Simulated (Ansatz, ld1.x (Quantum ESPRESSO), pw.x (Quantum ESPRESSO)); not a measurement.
iridium (Ir): does the TM potential hold in the solid?

Ir (Z = 77), norm-conserving Troullier–Martins (Kleinman–Bylander form), made with ld1.x (Quantum ESPRESSO) 7.5 (PBEsol, scalar-relativistic). Core [Xe] 4f14, reference 5d7 6s2 6p0. Waves: 6s (bound): rc 1.75 bohr; 6p (bound, empty): rc 2.60 bohr; 5d (bound): rc 1.45 bohr. Local part: the d channel. Core correction: Bessel-smoothed model core inside 1.10 bohr.

Crystal test: bcc Ir in pw.x 7.5, no spin, 15³ k-points, Fermi–Dirac smearing 0.01 Ry, cutoffs 110/440 Ry. The reference is all-electron LAPW (Ansatz 0.2.0) with the same functional, mesh and smearing; V0 and B0 come from Birch–Murnaghan fits to the pressures at five volumes. Errors are pseudo minus all-electron; Δ is the rms difference of the E(V) curves that follow from these fits, minima aligned, over ±6 % about the mean V0. Mesh and smearing are coarse, so the numbers serve the comparison and aren't converged zero-temperature values; the lattice is a test structure that the element need not adopt.

All-electron: a0 = 3.079 Å (V0 = 14.59 Å³/atom), B0 = 339.1 GPa.

**Question.** How far does the potential miss the all-electron equation of state?

**Answer.** mean pressure error (GPa): -28.90. The pressure does not cross zero within the volumes sampled, so no fit is given. This is a poor potential for the solid. Note: ghost states, extra bound levels that the all-electron valence spectrum of the same l lacks: s at -38.3 eV, p at -8.4 eV. A true bound ghost makes a file unfit for plane-wave use. Atomic configuration tests: 1 of 7 tests not solved or not reliable.

```
V (Å³/atom)  P all-electron (GPa)  P pseudo (GPa)
     13.847                 20.24          -11.49
     14.212                  9.56          -20.54
     14.576                  0.36          -28.34
     14.940                 -7.55          -35.05
     15.305                -14.36          -40.81
```

**Question.** At the middle volume, how do free energy and pressure move when the wave cutoff is lowered (ecutrho kept at four times it)?

**Answer.**

```csv
cutoff (Ry),shift of F (meV/atom),shift of P (GPa)
50,+137.0,-5.08
66,+47.2,-0.74
88,+14.9,+0.74
```

The run at the middle volume (120 k-points, 10 iterations) took about 32 s on one core of a shared host (Neoverse-V2, 32 threads, 247 GiB, load 10).
